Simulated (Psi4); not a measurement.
Reaction (SMILES): O=S(F)F + 3 [H][H] (H2) → 2 F (HF) + O (H2O) + S (H2S)
B3LYP-D3(BJ)/def2-TZVP geometries, fixed; electronic energies without zero-point terms.

Basis-set convergence of the energy of full hydrogenation at wB97X-V with Psi4. Cartesian d functions, on some or all atoms, in 6-31G**; all else is spherical. Density fitting with the program's default auxiliary sets. Psi4's default fitting sets serve the pcseg sets less well. The functional holds VV10 correlation; no added dispersion term, no relativity. Functions are those of the species that has most. Reference: the value in def2-QZVPPD, -57.93 kcal/mol, itself unsure by roughly 1.95 kcal/mol (its mean distance from def2-QZVPP, cc-pV(Q+d)Z). Deviations are taken from unrounded values.

| basis | functions | energy of full hydrogenation (kcal/mol) | minus reference (kcal/mol) |
|---|---|---|---|
| 3-21G | 40 | -86.35 | -28.42 |
| def2-SV(P) | 60 | -40.40 | 17.53 |
| 6-31G** | 64 | -57.78 | 0.15 |
| 6-311G** | 80 | -78.64 | -20.72 |
| 6-311+G** | 96 | -92.38 | -34.45 |
| jun-cc-pV(T+d)Z | 165 | -60.08 | -2.15 |
| def2-TZVPPD | 171 | -60.19 | -2.26 |
| aug-cc-pV(T+d)Z | 193 | -59.42 | -1.50 |
| pcseg-3 | 244 | -57.31 | 0.62 |
